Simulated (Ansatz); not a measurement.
# AlBe+ (triplet): the correlation ladder, def2-QZVPP

An exercise on one series of results from a longer session: the logs are not shown, and one member is left open.

The runs use Ansatz 0.2.0, Gaussian basis; def2-QZVPP, core rule «outside noble gas», up to 6 orbitals frozen.

The runs, in order: UHF; ROHF; CCSD(T) on UHF.

2 further runs of the same task are left out: 2 set aside as unsound or not needed.

## The system

The geometry is a PBE0/def2-TZVP stationary point (not a proven minimum) of the parent state, kept for this charge and spin.

2 atoms, charge 1, spin multiplicity 3.

Atoms are counted from 1 here; the program's logs count them from 0.

No contacts short enough for the rule that draws bonds.

Coordinates:

| atom | x (Å) | y (Å) | z (Å) |
| --- | --- | --- | --- |
| Al1 | 0.0000 | 0.0000 | 0.0000 |
| Be2 | 0.0000 | 0.0000 | 2.4125 |

The first run:

Contents of in.yaml:

```yaml
crystal:
  periodic: [false, false, false]
  atoms:
    - {symbol: Al, position_ang: [0.000000, 0.000000, 0.000000]}
    - {symbol: Be, position_ang: [0.000000, 0.000000, 2.412500]}
basis:
  gaussian: {orbitals: "def2-QZVPP.json"}
total_charge: 1
magnetization: {spin_polarized: true, initial_magnetization: 2}
hamiltonian: {xc: hf}
output: {orbitals: {seedname: orbitals}}
```

Started as:

```sh
> ansatz run in.yaml --threads 1 --pin off --events-out ev --progress --plain --max-ram 2393MiB
```

Steps of the session up to this table: UHF; ROHF; CCSD(T) on UHF.

One table of the session follows, with a row left open; its other results are not shown here.

| method | from UCCSD(T) (kJ/mol) |
| --- | --- |
| ROHF | +158.8 |
| UHF | +148.2 |
| UMP2 | +43.0 |
| UCCSD | ? |
| UCCSD(T) | 0 |

Q: Estimate the row for UCCSD from the others.

The run gave: from UCCSD(T) (kJ/mol): +3.9. In the column «from UCCSD(T) (kJ/mol)» it lies between UCCSD(T) (0) and UMP2 (+43.0).
